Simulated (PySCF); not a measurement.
PySCF input (B3LYP/aug-cc-pVTZ):

```python
import numpy as np, basis_set_exchange as bse
from pyscf import gto, scf, dft, df

basis = {'C': gto.basis.parse(bse.get_basis('aug-cc-pVTZ', elements=['C'], fmt='nwchem')), 'H': gto.basis.parse(bse.get_basis('aug-cc-pVTZ', elements=['H'], fmt='nwchem')), 'N': gto.basis.parse(bse.get_basis('aug-cc-pVTZ', elements=['N'], fmt='nwchem'))}
mol = gto.M(
    atom='''
    C     1.21013508   -0.36745904   -0.00201603
    C     0.00594134    0.57336340   -0.00022751
    N    -1.30565618   -0.07401790    0.00235316
    H     2.15083117    0.18965263   -0.00390203
    H     1.20276946   -1.01094548    0.88157958
    H     1.19962331   -1.01161389   -0.88509263
    H     0.05020044    1.22835584   -0.87435923
    H     0.05331264    1.22901704    0.87324517
    H    -1.40535207   -0.67057564    0.81648160
    H    -1.40825028   -0.67119137   -0.81096339
    ''',
    basis=basis,
    charge=0,
    verbose=4,
    max_memory=8640,
)
mf = dft.RKS(mol, xc='b3lyp')
mf.grids.level = 3
mf = mf.density_fit(auxbasis=df.autoaux(mol))
mf.max_cycle = 100
mf.conv_tol = 1e-6
print('smallest overlap eigenvalue', np.linalg.eigvalsh(mol.intor('int1e_ovlp'))[0])
mf.kernel()
dip = mf.dip_moment()
```

Output:

```
PySCF version 2.14.0

[INPUT] verbose = 4
[INPUT] num. atoms = 10
[INPUT] num. electrons = 26
[INPUT] charge = 0
[INPUT] spin (= nelec alpha-beta = 2S) = 0
[INPUT] symmetry False subgroup None
[INPUT] Mole.unit = angstrom
[INPUT] Symbol           X                Y                Z      unit          X                Y                Z       unit  Magmom
[INPUT]  1 C      1.210135080000  -0.367459040000  -0.002016030000 AA    2.286823874929  -0.694396947596  -0.003809744559 Bohr   0.0
[INPUT]  2 C      0.005941340000   0.573363400000  -0.000227510000 AA    0.011227505413   1.083499795849  -0.000429931591 Bohr   0.0
[INPUT]  3 N     -1.305656180000  -0.074017900000   0.002353160000 AA   -2.467332593046  -0.139873559315   0.004446827927 Bohr   0.0
[INPUT]  4 H      2.150831170000   0.189652630000  -0.003902030000 AA    4.064481851478   0.358391529503  -0.007373768030 Bohr   0.0
[INPUT]  5 H      1.202769460000  -1.010945480000   0.881579580000 AA    2.272904870391  -1.910410084067   1.665943963209 Bohr   0.0
[INPUT]  6 H      1.199623310000  -1.011613890000  -0.885092630000 AA    2.266959508544  -1.911673195906  -1.672582665571 Bohr   0.0
[INPUT]  7 H      0.050200440000   1.228355840000  -0.874359230000 AA    0.094865082933   2.321256121110  -1.652299479186 Bohr   0.0
[INPUT]  8 H      0.053312640000   1.229017040000   0.873245170000 AA    0.100746288578   2.322505608024   1.650194210899 Bohr   0.0
[INPUT]  9 H     -1.405352070000  -0.670575640000   0.816481600000 AA   -2.655730520891  -1.267204305405   1.542926609747 Bohr   0.0
[INPUT] 10 H     -1.408250280000  -0.671191370000  -0.810963390000 AA   -2.661207344042  -1.268367866472  -1.532498704149 Bohr   0.0

nuclear repulsion = 82.795338730402
number of shells = 66
number of NR pGTOs = 349
number of NR cGTOs = 299
basis = {'C': [[0, [8236.0, 0.000531, 0.0, -0.000113, 0.0], [1235.0, 0.004108, 0.0, -0.000878, 0.0], [280.8, 0.021087, 0.0, -0.00454, 0.0], [79.27, 0.081853, 0.0, -0.018133, 0.0], [25.59, 0.234817, 0.0, -0.05576, 0.0], [8.997, 0.434401, 0.0, -0.126895, 0.0], [3.319, 0.346129, 0.0, -0.170352, 0.0], [0.9059, 0.039378, 1.0, 0.140382, 0.0], [0.3643, -0.008983, 0.0, 0.598684, 0.0], [0.1285, 0.002385, 0.0, 0.395389, 1.0]], [0, [0.04402, 1.0]], [1, [18.71, 0.0, 0.014031, 0.0], [4.133, 0.0, 0.086866, 0.0], [1.2, 0.0, 0.290216, 0.0], [0.3827, 1.0, 0.501008, 0.0], [0.1209, 0.0, 0.343406, 1.0]], [1, [0.03569, 1.0]], [2, [1.097, 1.0, 0.0], [0.318, 0.0, 1.0]], [2, [0.1, 1.0]], [3, [0.761, 1.0]], [3, [0.268, 1.0]]], 'H': [[0, [33.87, 0.0, 0.006068, 0.0], [5.095, 0.0, 0.045308, 0.0], [1.159, 0.0, 0.202822, 0.0], [0.3258, 1.0, 0.503903, 0.0], [0.1027, 0.0, 0.383421, 1.0]], [0, [0.02526, 1.0]], [1, [1.407, 1.0, 0.0], [0.388, 0.0, 1.0]], [1, [0.102, 1.0]], [2, [1.057, 1.0]], [2, [0.247, 1.0]]], 'N': [[0, [11420.0, 0.000523, 0.0, -0.000115, 0.0], [1712.0, 0.004045, 0.0, -0.000895, 0.0], [389.3, 0.020775, 0.0, -0.004624, 0.0], [110.0, 0.080727, 0.0, -0.018528, 0.0], [35.57, 0.233074, 0.0, -0.057339, 0.0], [12.54, 0.433501, 0.0, -0.132076, 0.0], [4.644, 0.347472, 0.0, -0.17251, 0.0], [1.293, 0.041262, 1.0, 0.151814, 0.0], [0.5118, -0.008508, 0.0, 0.599944, 0.0], [0.1787, 0.002384, 0.0, 0.387462, 1.0]], [0, [0.0576, 1.0]], [1, [26.63, 0.0, 0.01467, 0.0], [5.948, 0.0, 0.091764, 0.0], [1.742, 0.0, 0.298683, 0.0], [0.555, 1.0, 0.498487, 0.0], [0.1725, 0.0, 0.337023, 1.0]], [1, [0.0491, 1.0]], [2, [1.654, 1.0, 0.0], [0.469, 0.0, 1.0]], [2, [0.151, 1.0]], [3, [1.093, 1.0]], [3, [0.364, 1.0]]]}
ecp = {}
ETB for C: l = 0, exps = 0.07138 * 1.8^n , n = 0..15
ETB for C: l = 1, exps = 0.07138 * 1.8^n , n = 0..12
ETB for C: l = 2, exps = 0.07138 * 1.8^n , n = 0..11
ETB for C: l = 3, exps = 0.13569 * 2.2^n , n = 0..6
ETB for C: l = 4, exps = 0.2 * 2.2^n , n = 0..4
ETB for N: l = 0, exps = 0.0982 * 1.8^n , n = 0..15
ETB for N: l = 1, exps = 0.0982 * 1.8^n , n = 0..12
ETB for N: l = 2, exps = 0.0982 * 1.8^n , n = 0..11
ETB for N: l = 3, exps = 0.2001 * 2.2^n , n = 0..6
ETB for N: l = 4, exps = 0.302 * 2.2^n , n = 0..4
ETB for H: l = 0, exps = 0.05052 * 1.8^n , n = 0..12
ETB for H: l = 1, exps = 0.12725999999999998 * 2^n , n = 0..5
ETB for H: l = 2, exps = 0.204 * 2.2^n , n = 0..4
ETB for H: l = 3, exps = 0.349 * 2.2^n , n = 0..3
smallest overlap eigenvalue 1.5308268170594746e-05

******** <class 'pyscf.df.df_jk.DFRKS'> ********
method = DFRKS
initial guess = minao
damping factor = 0
level_shift factor = 0
DIIS = <class 'pyscf.scf.diis.CDIIS'>
diis_start_cycle = 1
diis_space = 8
diis_damp = 0
SCF conv_tol = 1e-06
SCF conv_tol_grad = None
SCF max_cycles = 100
direct_scf = False
XC library pyscf.dft.libxc version 7.1.2
    S. Lehtola, C. Steigemann, M. J. T. Oliveira, and M. A. L. Marques,  SoftwareX 7, 1–5 (2018)
XC functionals = b3lyp
    P. J. Stephens, F. J. Devlin, C. F. Chabalowski, and M. J. Frisch,  J. Phys. Chem. 98, 11623 (1994)
radial grids:
    Treutler-Ahlrichs [JCP 102, 346 (1995); DOI:10.1063/1.469408] (M4) radial grids

becke partition: Becke, JCP 88, 2547 (1988); DOI:10.1063/1.454033
pruning grids: <function nwchem_prune>
grids dens level: 3
symmetrized grids: False
atomic radii adjust function: <function treutler_atomic_radii_adjust>
small_rho_cutoff = 0
Set gradient conv threshold to 0.001
Initial guess from minao.
tot grids = 110800
******** <class 'pyscf.df.df.DF'> ********
auxbasis = {'C': [[0, [np.float64(481.57520720416113), 1]], [0, [np.float64(267.54178178008954), 1]], [0, [np.float64(148.63432321116085), 1]], [0, [np.float64(82.57462400620048), 1]], [0, [np.float64(45.87479111455581), 1]], [0, [np.float64(25.485995063642118), 1]], [0, [np.float64(14.158886146467843), 1]], [0, [np.float64(7.866047859148802), 1]], [0, [np.float64(4.370026588416001), 1]], [0, [np.float64(2.4277925491200003), 1]], [0, [np.float64(1.3487736384000002), 1]], [0, [np.float64(0.749318688), 1]], [0, [np.float64(0.4162881600000001), 1]], [0, [np.float64(0.2312712), 1]], [0, [np.float64(0.12848400000000001), 1]], [0, [np.float64(0.07138), 1]], [1, [np.float64(82.57462400620048), 1]], [1, [np.float64(45.87479111455581), 1]], [1, [np.float64(25.485995063642118), 1]], [1, [np.float64(14.158886146467843), 1]], [1, [np.float64(7.866047859148802), 1]], [1, [np.float64(4.370026588416001), 1]], [1, [np.float64(2.4277925491200003), 1]], [1, [np.float64(1.3487736384000002), 1]], [1, [np.float64(0.749318688), 1]], [1, [np.float64(0.4162881600000001), 1]], [1, [np.float64(0.2312712), 1]], [1, [np.float64(0.12848400000000001), 1]], [1, [np.float64(0.07138), 1]], [2, [np.float64(45.87479111455581), 1]], [2, [np.float64(25.485995063642118), 1]], [2, [np.float64(14.158886146467843), 1]], [2, [np.float64(7.866047859148802), 1]], [2, [np.float64(4.370026588416001), 1]], [2, [np.float64(2.4277925491200003), 1]], [2, [np.float64(1.3487736384000002), 1]], [2, [np.float64(0.749318688), 1]], [2, [np.float64(0.4162881600000001), 1]], [2, [np.float64(0.2312712), 1]], [2, [np.float64(0.12848400000000001), 1]], [2, [np.float64(0.07138), 1]], [3, [np.float64(15.384519173760008), 1]], [3, [np.float64(6.9929632608000025), 1]], [3, [np.float64(3.178619664000001), 1]], [3, [np.float64(1.4448271200000005), 1]], [3, [np.float64(0.6567396000000001), 1]], [3, [np.float64(0.29851800000000006), 1]], [3, [np.float64(0.13569), 1]], [4, [np.float64(4.685120000000001), 1]], [4, [np.float64(2.129600000000001), 1]], [4, [np.float64(0.9680000000000002), 1]], [4, [np.float64(0.44000000000000006), 1]], [4, [np.float64(0.2), 1]]], 'N': [[0, [np.float64(662.5201085380866), 1]], [0, [np.float64(368.0667269656037), 1]], [0, [np.float64(204.48151498089092), 1]], [0, [np.float64(113.60084165605052), 1]], [0, [np.float64(63.11157869780583), 1]], [0, [np.float64(35.06198816544769), 1]], [0, [np.float64(19.478882314137604), 1]], [0, [np.float64(10.821601285632003), 1]], [0, [np.float64(6.012000714240001), 1]], [0, [np.float64(3.3400003968000003), 1]], [0, [np.float64(1.855555776), 1]], [0, [np.float64(1.03086432), 1]], [0, [np.float64(0.5727024000000001), 1]], [0, [np.float64(0.318168), 1]], [0, [np.float64(0.17676), 1]], [0, [np.float64(0.0982), 1]], [1, [np.float64(113.60084165605052), 1]], [1, [np.float64(63.11157869780583), 1]], [1, [np.float64(35.06198816544769), 1]], [1, [np.float64(19.478882314137604), 1]], [1, [np.float64(10.821601285632003), 1]], [1, [np.float64(6.012000714240001), 1]], [1, [np.float64(3.3400003968000003), 1]], [1, [np.float64(1.855555776), 1]], [1, [np.float64(1.03086432), 1]], [1, [np.float64(0.5727024000000001), 1]], [1, [np.float64(0.318168), 1]], [1, [np.float64(0.17676), 1]], [1, [np.float64(0.0982), 1]], [2, [np.float64(63.11157869780583), 1]], [2, [np.float64(35.06198816544769), 1]], [2, [np.float64(19.478882314137604), 1]], [2, [np.float64(10.821601285632003), 1]], [2, [np.float64(6.012000714240001), 1]], [2, [np.float64(3.3400003968000003), 1]], [2, [np.float64(1.855555776), 1]], [2, [np.float64(1.03086432), 1]], [2, [np.float64(0.5727024000000001), 1]], [2, [np.float64(0.318168), 1]], [2, [np.float64(0.17676), 1]], [2, [np.float64(0.0982), 1]], [3, [np.float64(22.68731879040001), 1]], [3, [np.float64(10.312417632000004), 1]], [3, [np.float64(4.687462560000001), 1]], [3, [np.float64(2.130664800000001), 1]], [3, [np.float64(0.9684840000000001), 1]], [3, [np.float64(0.44022000000000006), 1]], [3, [np.float64(0.2001), 1]], [4, [np.float64(7.074531200000002), 1]], [4, [np.float64(3.2156960000000008), 1]], [4, [np.float64(1.46168), 1]], [4, [np.float64(0.6644), 1]], [4, [np.float64(0.302), 1]]], 'H': [[0, [np.float64(58.443121389650436), 1]], [0, [np.float64(32.46840077202801), 1]], [0, [np.float64(18.038000428904454), 1]], [0, [np.float64(10.021111349391363), 1]], [0, [np.float64(5.567284082995202), 1]], [0, [np.float64(3.0929356016640006), 1]], [0, [np.float64(1.7182975564800003), 1]], [0, [np.float64(0.9546097536000001), 1]], [0, [np.float64(0.530338752), 1]], [0, [np.float64(0.29463264000000006), 1]], [0, [np.float64(0.16368480000000002), 1]], [0, [np.float64(0.090936), 1]], [0, [np.float64(0.05052), 1]], [1, [np.float64(4.0723199999999995), 1]], [1, [np.float64(2.0361599999999997), 1]], [1, [np.float64(1.0180799999999999), 1]], [1, [np.float64(0.5090399999999999), 1]], [1, [np.float64(0.25451999999999997), 1]], [1, [np.float64(0.12725999999999998), 1]], [2, [np.float64(4.778822400000001), 1]], [2, [np.float64(2.1721920000000003), 1]], [2, [np.float64(0.9873600000000001), 1]], [2, [np.float64(0.44880000000000003), 1]], [2, [np.float64(0.204), 1]], [3, [np.float64(3.716152000000001), 1]], [3, [np.float64(1.6891600000000002), 1]], [3, [np.float64(0.7678), 1]], [3, [np.float64(0.349), 1]]]}
init E= -135.239839978245
  HOMO = -0.302307040218171  LUMO = -0.0298057643886231  gap/eV = 7.41514
cycle= 1 E= -135.186814237755  delta_E= 0.053  |g|= 0.437  |ddm|= 6.46
  HOMO = -0.152349798826148  LUMO = -0.00525643462284486  gap/eV = 4.00261
cycle= 2 E= -135.150399001981  delta_E= 0.0364  |g|= 0.602  |ddm|= 1.74
  HOMO = -0.248475478627636  LUMO = -0.0142383009821785  gap/eV = 6.37392
cycle= 3 E= -135.233864369005  delta_E= -0.0835  |g|= 0.0576  |ddm|= 0.907
  HOMO = -0.242491069731603  LUMO = -0.0137727908224399  gap/eV = 6.22374
cycle= 4 E= -135.234400731344  delta_E= -0.000536  |g|= 0.0274  |ddm|= 0.119
  HOMO = -0.24458847973143  LUMO = -0.0135741128179916  gap/eV = 6.28622
cycle= 5 E= -135.234560794814  delta_E= -0.00016  |g|= 0.00546  |ddm|= 0.0466
  HOMO = -0.244572878373752  LUMO = -0.0136724634194181  gap/eV = 6.28312
cycle= 6 E= -135.234567359525  delta_E= -6.56e-06  |g|= 0.000941  |ddm|= 0.00817
  HOMO = -0.244548794469079  LUMO = -0.0136550300414697  gap/eV = 6.28294
cycle= 7 E= -135.234567542895  delta_E= -1.83e-07  |g|= 0.000334  |ddm|= 0.00202
  HOMO = -0.244564826049039  LUMO = -0.0136550817574026  gap/eV = 6.28337
Extra cycle  E= -135.234567529321  delta_E= 1.36e-08  |g|= 0.000415  |ddm|= 0.00118
converged SCF energy = -135.234567529321
Dipole moment(X, Y, Z, Debye):  0.95834, -0.87046, -0.00138
```
